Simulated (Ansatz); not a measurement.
# CH2B+ (triplet): wave-function methods side by side, def2-QZVPP

One table from this session's results is given with a row withheld; the runs are named, their logs left out.

The runs use Ansatz 0.2.0, Gaussian basis; def2-QZVPP, core rule «outside noble gas», up to 2 orbitals frozen.

To be run: UHF; ROHF; CCSD(T) on UHF.

### What is computed

The geometry is a PBE0/def2-TZVP stationary point (not a proven minimum) of the parent state, kept for this charge and spin.

4 atoms, charge 1, spin multiplicity 3.

Atoms are counted from 1 here; the program's logs count them from 0.

Bond lengths: B1–C2 1.505 Å, C2–H3 1.092 Å, C2–H4 1.092 Å. Angles: B1–C2–H3 123.3°, B1–C2–H4 123.3°, H3–C2–H4 113.4°.

The first run:

in.yaml reads:

```yaml
crystal:
  periodic: [false, false, false]
  atoms:
    - {symbol: B, position_ang: [0.000000, 0.000000, 0.898833]}
    - {symbol: C, position_ang: [0.000000, 0.000000, -0.606573]}
    - {symbol: H, position_ang: [0.000000, -0.912704, -1.206376]}
    - {symbol: H, position_ang: [0.000000, 0.912704, -1.206376]}
basis:
  gaussian: {orbitals: "def2-QZVPP.json"}
total_charge: 1
magnetization: {spin_polarized: true, initial_magnetization: 2}
hamiltonian: {xc: hf}
output: {orbitals: {seedname: orbitals}}
```

The run is started by

```sh
> ansatz run in.yaml --threads 1 --pin off --events-out ev --progress --plain --max-ram 2393MiB
```

Steps of the session up to this table: UHF; ROHF; CCSD(T) on UHF.

One table of the session follows, with a row left open; its other results are not shown here.

It belongs to the step «Misses and costs». 

```
  method  from UCCSD(T) (meV)
    ROHF                    ?
     UHF              +5848.0
    UMP2               +804.3
   UCCSD               +212.8
UCCSD(T)                    0
```

Q: Estimate the row for ROHF from the others.

The run gave: from UCCSD(T) (meV): +5930.9. In the column «from UCCSD(T) (meV)» it is the highest.
